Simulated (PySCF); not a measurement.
# From computed data to an observable: chemical shift, span and skew from a shielding tensor

CH5N, SMILES CN. Atoms are numbered in the order given.

```xyz
7

C     -0.7012    -0.0177     0.0000
N      0.7452     0.1211     0.0000
H     -1.1131     0.4854     0.8777
H     -1.1131     0.4854    -0.8777
H     -1.0753    -1.0520     0.0000
H      1.1463    -0.3301     0.8120
H      1.1463    -0.3301    -0.8120
```

Coordinates come from a PBE0-D3(BJ)/def2-TZVP optimisation.

GIAO shieldings from PBE/pcSseg-2 (PySCF), non-relativistic, no solvent. The symmetric part of the tensor of N2 has the principal values 205.0, 246.4, 268.1 ppm. The same nucleus in NH3 has σ = 262.8 ppm at this level (PySCF, at its B3LYP-D3(BJ)/def2-TZVP geometry).

**Question.** Work out the isotropic shielding, the ¹⁵N shift against NH3, the span and the skew.

**Answer.** 
σ(iso) = (σ11 + σ22 + σ33)/3 = 239.8 ppm. δ = σ(ref) − σ(iso) = 262.8 − (239.8) = 23.0 ppm.
Span Ω = σ33 − σ11 = 63.1 ppm. Skew κ = 3(σ(iso) − σ22)/Ω = -0.31. Tumbling in solution averages the tensor to δ; in a static solid the shielding alone would spread this spin-1/2 line over Ω.
